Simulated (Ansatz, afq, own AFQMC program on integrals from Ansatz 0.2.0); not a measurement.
Two steps: Ansatz 0.2.0 writes the Fock matrix and Cholesky factors of the valence space, and afq projects on them the lowest state that overlaps trial and start.

```yaml
crystal:
  periodic: [false, false, false]
  atoms:
    - {symbol: Na, position_ang: [0.000000, 0.000000, 0.420080]}
    - {symbol: H, position_ang: [0.000000, 0.000000, -2.905920]}
    - {symbol: H, position_ang: [0.000000, 0.000000, 2.485840]}
basis:
  gaussian: {orbitals: aug-cc-pVDZ}
total_charge: -1
magnetization: {spin_polarized: true, initial_magnetization: 0}
correlation: {method: ccsd_t, electrons: outside_noble_gas, hamiltonian_folder: ham}
```

```sh
$ ansatz run in.yaml --threads 1 --pin off --events-out ev --progress --plain --max-ram 24576MiB --backend cuda --devices 0, --max-vram 18GiB
```

Options of the walk:

```
--method phaseless --trial cisd --walkers 4000 --populations 20 --least-time 60 --time-step 0.005 --steps-per-block 50 --equilibration-blocks 40 --max-blocks 4000 --target-error 0.00024 --factor-cut 1e-05 --start spin_pure --seed 7613 --release-times 0.24,0.51,0.99,1.62,2.4 --release-step 0.03 --release-every 3 --taylor-order 6
```

Times are imaginary, in 1/Eh. The walk had a cap of 122 s. With eight or more populations the least sampling time is a fifth of least-time, and the error comes from their spread.

Output of the walk:

```
orbitals 40  electrons 2 2  factors 272 of 419
reference energy -162.92276890 Eh
CCSD correlation -0.07166848 Eh in 13 cycles, weight of the determinant in the CISD state 0.9159
energy of the start -162.994443 Eh
 block  time / (1/Eh)  mean weight  energy / Eh
     1     0.250  1.0000  -162.994052
     2     0.500  0.9999  -162.993935
     3     0.750  1.0001  -162.993910
     4     1.000  1.0000  -162.993967
     5     1.250  0.9999  -162.993988
     7     1.750  1.0000  -162.994123
     9     2.250  1.0000  -162.994228
    11     2.750  1.0000  -162.994366
    15     3.750  0.9998  -162.994317
    19     4.750  0.9999  -162.994459
    23     5.750  1.0000  -162.994613
    27     6.750  1.0000  -162.994596
    31     7.750  1.0000  -162.994424
    35     8.750  1.0001  -162.994483
    39     9.750  0.9999  -162.994559
    43    10.750  0.9999  -162.994520
    47    11.750  1.0003  -162.994726
    51    12.750  0.9998  -162.994597
    55    13.750  1.0000  -162.994635
    59    14.750  1.0002  -162.994715
    63    15.750  1.0000  -162.994655
    67    16.750  1.0002  -162.994861
    71    17.750  1.0002  -162.994890
    75    18.750  0.9998  -162.994752
    79    19.750  1.0001  -162.994430
    83    20.750  1.0000  -162.994846
    85    21.250  0.9999  -162.994935
    87    21.750  1.0000  -162.994660
    89    22.250  1.0000  -162.994540
error from the spread of 20 populations
released: time / (1/Eh)  energy / Eh  error  mean overlap
  0.24  -162.994713  0.000054  0.9995
  0.51  -162.994728  0.000038  1.0012
  0.99  -162.994708  0.000025  1.0010
  1.62  -162.994737  0.000033  0.9995
  2.40  -162.994745  0.000030  1.0019
energy -162.994673 +/- 0.000059 Eh
(rows thinned)
```

The run passed its tests (sampling time, drift between the halves within three errors, error under three times the target), which doesn't prove that it has relaxed.

Against this walk (error 1.6 meV) on the same determinant: CCSD(T) 1.7 meV higher (within the noise), CCSDT(Q) 1.2 meV lower (within the noise), full CI 1.4 meV lower (within the noise). The error is statistical and leaves out the bias of the constraint. Released to 2.40 1/Eh the energy moves by -1.9 ± 1.8 meV (both errors), within twice the noise.

Cautions: constraint bias not in the error; higher spins were not checked; the determinant is a saddle point among determinants of its kind; raised T1 diagnostic (T1 0.021, weight of the determinant 0.92, largest double 0.06).

The walk took 35 s on 1 × NVIDIA H100 80GB HBM3 with 2 threads of AMD EPYC 7R13 Processor (Zen 3), on a shared host (the card was shared). The log's last line is the phaseless energy.

CCSDT and higher add their correlation energy to the determinant of the CCSD(T) run, since their own runs factorise the integrals more tightly (a shift of under 2 meV). A walk keeps the symmetry of its determinant, which the program's search chose and which needn't be the lowest solution, so a lower state of the same spin and another symmetry isn't excluded.
